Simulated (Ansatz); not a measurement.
Two shapes of singlet C2H6O.

Shape 1:

```xyz
9

C    -0.0403   -0.3922   -0.3729
C     0.0459   -0.4407    1.1378
O    -0.0473    0.9122   -0.7930
H    -0.8666   -1.0062   -0.7298
H     0.8754   -0.9214   -0.7564
H    -0.0020   -1.4181    1.5487
H     0.9242    0.0589    1.5194
H    -0.8426    0.0703    1.5351
H    -0.0440    0.9291   -1.7657
```

Shape 2:

```xyz
9

C    -0.0420   -0.3939   -0.3396
C     0.0592   -0.4641    1.1574
O    -0.0633    0.9242   -0.7663
H    -0.8768   -1.0212   -0.7578
H     0.8969   -0.9009   -0.7715
H    -0.0188   -1.4450    1.5385
H     0.9129    0.0680    1.5494
H    -0.8700    0.0649    1.5170
H    -0.0508    0.9613   -1.7604
```

Basis set: 6-31G (spherical functions). Correlated methods keep 3 orbitals frozen. Charge 0, multiplicity 1.

Computed with Ansatz (development build ahead of 0.2.0); each method stands on the lowest determinant of its kind that the runs found.

(1) Which shape is lower in energy, and by how much in each method?

## Answers

(1)

```csv
method,E(2) − E(1) (eV)
RHF,0.128
RHF-MP2,0.042
```

Shape 1 is lower.
